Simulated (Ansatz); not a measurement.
How far each method lies from RCCSDT(Q) for C2H3Cl, singlet

Geometry: MP2(full)/6-31G*, from the G2/97 set.

```xyz
6

C     0.0608    0.8363    0.0000
C     1.3640    1.1088    0.0000
Cl   -0.5708   -0.7747    0.0000
H    -0.7103    1.5973    0.0000
H     2.1169    0.3298    0.0000
H     1.6929    2.1415    0.0000
```

Basis cc-pV(D+d)Z; Ansatz 0.2.0. Correlated methods freeze the noble-gas cores, which leaves 18 electrons in 59 orbitals. Prefix R: restricted or restricted open-shell reference. Active spaces: frontier = (8e, 8o) about the gap.

Full CI isn't at hand for all of this; RCCSDT(Q) serves as the reference, and is uncertain by about the last step of the cluster series.

* UHF ⟨S²⟩: 0.018
* T1 diagnostic (RCCSD): 0.0102
* largest doubles amplitude (RCCSD): 0.112

| level | E − E(RHF) (eV) |
| --- | --- |
| RMP2 | -11.0981 |
| RCCSD | -12.0728 |
| RCCSD(T) | -12.4660 |

Estimate how far RCCSDT(Q) in cc-pV(D+d)Z lies from RCCSD(T). The table doesn't fix it; the size of (T) and the diagnostics are the guide.

RCCSDT(Q) in cc-pV(D+d)Z lies 1.17 kcal/mol below RCCSD(T), which is 13 % of the (T) step (-9.07 kcal/mol). The diagnostics are small and the rest is a small part of (T), but (T) is large here. The miss exceeds 1 kcal/mol.

The other levels:

| level | E − E(RCCSDT(Q)) (kcal/mol) | share of correlation (%) | wall time |
| --- | --- | --- | --- |
| CISD | 43.17 | 85.04 | 4.9 s |
| BCCD(T) | 1.15 | 99.60 | 1.4 s |
| RCCSDT | 0.71 | 99.76 | – |
| CASSCF (frontier space) | 225.88 | 21.74 | – |
| NEVPT2 (frontier space) | 36.75 | 87.27 | 8.5 s |
| MRCISD (frontier space) | 26.30 | 90.89 | – |
| MRCISD+Q (frontier space) | 3.29 | 98.86 | 5.5 s (H100) |
| MRCISD+Q(relaxed) (frontier space) | 2.90 | 99.00 | 5.5 s (H100) |

The correlation energy at RCCSDT(Q), counted from RHF, is -12.517 eV. That run took 3.7 s on 5 threads of AMD EPYC 7R13 with a whole H100 80 GB, shared host.

Times hold each run's SCF and search for its determinant on a shared host, so for small cases they say little of a method's own cost; rows without a card ran on 1 thread of AMD EPYC 7R13.

Atomization energy (electronic, same basis, no zero-point term; atoms at the same level, unrestricted beside the R rows where the molecule is a closed shell, with restricted open-shell steps beyond CCSDT(Q)) at RCCSDT(Q): 2102.1 kJ/mol. Errors of other levels:

| level | error (kJ/mol) |
| --- | --- |
| RHF | -468.9 |
| RMP2 | 34.4 |
| CISD | -155.1 |
| RCCSD | -31.2 |
| RCCSD(T) | -2.0 |
| BCCD(T) | -1.7 |
| RCCSDT | -2.5 |

This basis is far from its limit, so the value isn't to be set against a measured one. Truncated CI isn't size-consistent, which counts against it in atomization.
